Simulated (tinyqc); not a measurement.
Worked calculation: MP2 on RHF in the sto-3g basis, frozen core, for H2O, spin multiplicity 1. One step of it, computed by the program tinyqc.

Problem. Second-order Moller-Plesset energy. E2 = sum_ijab (ia|jb) [2 (ia|jb) - (ib|ja)] / (e_i + e_j - e_a - e_b) over occupied i, j and virtual a, b; the opposite-spin part is (ia|jb)^2 / denominator, the rest is same-spin, and SCS-MP2 scales them by 6/5 and 1/3.

orbital energies (hartree): MO1 -20.282126, MO2 -1.203417, MO3 -0.507184, MO4 -0.455660, MO5 -0.394814, MO6 0.458064, MO7 0.513534

Two-electron integrals over orbitals (pq|rs), unique and non-zero (hartree); the lowest 1 orbital is frozen and left out:
```
(22|22) 0.726641    (32|32) 0.126926    (33|22) 0.617173    (33|33) 0.592551
(42|22) -0.030934   (42|33) 0.000805    (42|42) 0.128966    (43|32) 0.024987
(43|43) 0.059348    (44|22) 0.645267    (44|33) 0.560413    (44|42) -0.083261
(44|44) 0.663526    (52|52) 0.151740    (53|53) 0.026922    (54|52) -0.045243
(54|54) 0.046210    (55|22) 0.756838    (55|33) 0.604464    (55|42) -0.085965
(55|44) 0.667791    (55|55) 0.880159    (62|22) 0.127883    (62|33) 0.069434
(62|42) 0.035548    (62|44) 0.049679    (62|55) 0.133434    (62|62) 0.095618
(63|32) -0.026671   (63|43) -0.035703   (63|63) 0.066366    (64|22) 0.137135
(64|33) 0.055400    (64|42) -0.064239   (64|44) 0.130310    (64|55) 0.162918
(64|62) 0.053446    (64|64) 0.113756    (65|52) 0.046973    (65|54) 0.007821
(65|65) 0.033956    (66|22) 0.602963    (66|33) 0.551832    (66|42) 0.039173
(66|44) 0.551592    (66|55) 0.588893    (66|62) 0.095996    (66|64) 0.061173
(66|66) 0.589939    (72|32) 0.055683    (72|43) -0.032831   (72|63) 0.029546
(72|72) 0.067237    (73|22) 0.166284    (73|33) 0.091399    (73|42) -0.084520
(73|44) 0.125750    (73|55) 0.204374    (73|62) 0.063031    (73|64) 0.113420
(73|66) 0.049992    (73|73) 0.166633    (74|32) -0.073548   (74|43) -0.020067
(74|63) 0.054502    (74|72) -0.014537   (74|74) 0.075859    (75|53) 0.023743
(75|75) 0.023744    (76|32) 0.077257    (76|43) 0.064296    (76|63) -0.056846
(76|72) -0.007197   (76|74) -0.063170   (76|76) 0.106288    (77|22) 0.595517
(77|33) 0.575550    (77|42) -0.012600   (77|44) 0.560110    (77|55) 0.591712
(77|62) 0.055408    (77|64) 0.046856    (77|66) 0.549291    (77|73) 0.081299
(77|77) 0.580787
```

Hartree-Fock energy = -74.92151049 hartree

Give: Terms; Pair energies; MP2 correlation energy; SCS-MP2 correlation energy; MP2 total energy.

Solution.

Terms:

| i | j | a | b | (ia\|jb) | (ib\|ja) | denominator | term |
|---|---|---|---|---|---|---|---|
| 3 | 3 | 7 | 7 | 0.167 | 0.167 | -2.041 | -0.014 |
| 4 | 3 | 6 | 7 | 0.113 | 0.055 | -1.934 | -0.010 |
| 3 | 4 | 7 | 6 | 0.113 | 0.055 | -1.934 | -0.010 |
| 4 | 4 | 6 | 6 | 0.114 | 0.114 | -1.827 | -0.007 |
| 4 | 4 | 7 | 7 | 0.076 | 0.076 | -1.938 | -2.97e-03 |
| 2 | 2 | 6 | 6 | 0.096 | 0.096 | -3.323 | -2.75e-03 |
| 3 | 3 | 6 | 6 | 0.066 | 0.066 | -1.930 | -2.28e-03 |
| 3 | 2 | 7 | 6 | 0.063 | 0.030 | -2.682 | -2.27e-03 |
| 2 | 3 | 6 | 7 | 0.063 | 0.030 | -2.682 | -2.27e-03 |
| 2 | 2 | 7 | 7 | 0.067 | 0.067 | -3.434 | -1.32e-03 |
| 4 | 2 | 6 | 6 | 0.053 | 0.053 | -2.575 | -1.11e-03 |
| 2 | 4 | 6 | 6 | 0.053 | 0.053 | -2.575 | -1.11e-03 |
| 5 | 5 | 6 | 6 | 0.034 | 0.034 | -1.706 | -6.76e-04 |
| 5 | 5 | 7 | 7 | 0.024 | 0.024 | -1.817 | -3.10e-04 |
| 4 | 3 | 7 | 6 | 0.055 | 0.113 | -1.934 | 1.24e-04 |
| 3 | 4 | 6 | 7 | 0.055 | 0.113 | -1.934 | 1.24e-04 |
| 4 | 2 | 7 | 7 | -0.015 | -0.015 | -2.686 | -7.87e-05 |
| 2 | 4 | 7 | 7 | -0.015 | -0.015 | -2.686 | -7.87e-05 |
| 3 | 2 | 6 | 7 | 0.030 | 0.063 | -2.682 | 4.34e-05 |
| 2 | 3 | 7 | 6 | 0.030 | 0.063 | -2.682 | 4.34e-05 |

Pair energies (hartree; pair i-j sums ij and ji):

| pair | opposite spin | same spin |
|---|---|---|
| 2-2 | -4.07e-03 | 0.000 |
| 3-2 | -3.61e-03 | -8.36e-04 |
| 3-3 | -0.016 | 0.000 |
| 4-2 | -2.38e-03 | 0.000 |
| 4-3 | -0.016 | -3.59e-03 |
| 4-4 | -0.010 | 0.000 |
| 5-5 | -9.86e-04 | 0.000 |

MP2 correlation energy = -0.05777 hartree

SCS-MP2 correlation energy = -0.06549 hartree

MP2 total energy = -74.97928 hartree
